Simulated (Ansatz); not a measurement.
# AlBSiH+ (triplet): the correlation ladder, cc-pVDZ

The task here is to estimate one member of a computed series from the others.

Program: Ansatz 0.2.0, Gaussian basis. Level of theory: cc-pVDZ, core rule «outside noble gas», up to 11 orbitals frozen. These are calculated values, not measurements.

The runs, in order: UHF; CCSD(T) on ROHF; CCSD(T) on UHF; BCCD(T) on ROHF; CISD as a restricted active space (open shells left free, so some higher excitations enter); CCSDT(Q) on ROHF; CCSDT(Q) on UHF; CASSCF and NEVPT2, 10 electrons in 10 orbitals.

21 further runs of the same task are left out: 12 that didn't finish, 9 set aside as unsound or not needed. Runs told in other sessions of the task aren't counted.

### The geometry

The geometry is a PBE0/def2-TZVP stationary point (not a proven minimum) of the parent state, kept for this charge and spin.

4 atoms, charge 1, spin multiplicity 3.

Atoms are counted from 1 here; the program's logs count them from 0.

Bond lengths: B1–Al2 2.108 Å, Al2–Si3 2.306 Å, Al2–H4 1.902 Å, Si3–H4 1.637 Å. Angles: B1–Al2–Si3 151.2°, B1–Al2–H4 106.7°, Si3–Al2–H4 44.5°, Al2–Si3–H4 54.5°, Al2–H4–Si3 81.0°.

Set-up of the first run:

in.yaml

```yaml
crystal:
  periodic: [false, false, false]
  atoms:
    - {symbol: B, position_ang: [0.000000, 0.389670, 2.642240]}
    - {symbol: Al, position_ang: [0.000000, -0.298081, 0.649091]}
    - {symbol: Si, position_ang: [0.000000, 0.091685, -1.624044]}
    - {symbol: H, position_ang: [0.000000, 1.245050, -0.462962]}
basis:
  gaussian: {orbitals: cc-pVDZ}
total_charge: 1
magnetization: {spin_polarized: true, initial_magnetization: 2}
hamiltonian: {xc: hf}
output: {orbitals: {seedname: orbitals}}
```

On the command line:

```sh
$ ansatz run in.yaml --threads 1 --pin off --events-out ev --progress --plain --max-ram 2393MiB
```

Among the steps run: UHF; CCSD(T) on ROHF; CCSD(T) on UHF; BCCD(T) on ROHF; CISD as a restricted active space (open shells left free, so some higher excitations enter); CCSDT(Q) on ROHF; CCSDT(Q) on UHF; CASSCF and NEVPT2, 10 electrons in 10 orbitals.

One table of the session follows, with a row left open; its other results are not shown here.

| method | from RCCSDT(Q) (kcal/mol) |
| --- | --- |
| ROHF | +138.13 |
| UHF | +134.50 |
| RMP2 | +42.72 |
| UMP2 | +46.83 |
| CISD | +24.68 |
| RCCSD | +10.90 |
| UCCSD | +11.36 |
| RCCSD(T) | +4.66 |
| UCCSD(T) | +4.84 |
| BCCD(T) | +3.70 |
| RCCSDT | +1.08 |
| UCCSDT | +1.16 |
| RCCSDT(Q) | 0 |
| UCCSDT(Q) | ? |

Estimate the missing values for UCCSDT(Q).

The run gave: from RCCSDT(Q) (kcal/mol): -0.31. In the column «from RCCSDT(Q) (kcal/mol)» it is the lowest.

Left out of the table: CASSCF frontier, NEVPT2 frontier (the active space lost an orbital or holds another state than full CI finds).

To keep in mind: Warnings: spin contamination; large T1 diagnostic. Restricted and unrestricted rows rest on different reference determinants; a gap between their highest levels can come from leftover correlation error, from unlike frozen cores or from another state. Warnings in the runs' records: passed over end.
